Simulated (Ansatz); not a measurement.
# How far each method lies from UCCSDT(Q) for H2Ga–AsH2, triplet

Geometry: that of the H2Ga–AsH2, singlet, kept fixed. The singlet lies 3.9 eV lower here.

```xyz
6

Ga    0.0215    0.0000    1.2397
As   -0.0461    0.0000   -1.1734
H    -0.0154    1.3668    2.0118
H    -0.0154   -1.3668    2.0118
H     0.9876    1.1100   -1.2806
H     0.9876   -1.1100   -1.2806
```

Basis cc-pVTZ; Ansatz 0.2.0. Only valence electrons are correlated (noble-gas cores and the filled d shells of p-block atoms frozen), which leaves 12 electrons in 114 orbitals. Prefix R: restricted or restricted open-shell reference; prefix U: unrestricted. No spin–orbit coupling is included, and no scalar relativity.

Full CI isn't at hand for all of this; UCCSDT(Q) serves as the reference, and is uncertain by the last step of the cluster series or more. The frozen core follows each run's orbitals, which can shift R against U totals by a few meV for light atoms and by up to 0.1 eV past Ca.

The UHF ⟨S²⟩ is 2.024, the T1 diagnostic (RCCSD) is 0.0336 and the largest doubles amplitude (RCCSD) is 0.045. The T1 diagnostic (UCCSD) is 0.0244.

```csv
level,E − E(UCCSDT(Q)) (mEh),wall time
UHF,261.63,–
UMP2,53.17,–
UCCSD,10.76,–
UCCSD(T),2.01,16 s (H100)
UCCSDT,0.37,–
```

Run but not shown, since their state, orbitals or frozen core can't be matched to the reference's or they repeat it: RHF, RMP2, RCCSD, RCCSD(T), BCCD(T), RCCSDT, RCCSDT(Q).

Times hold each run's SCF and search for its determinant on a shared host, so for small cases they say little of a method's own cost. Some runs computed forces too.
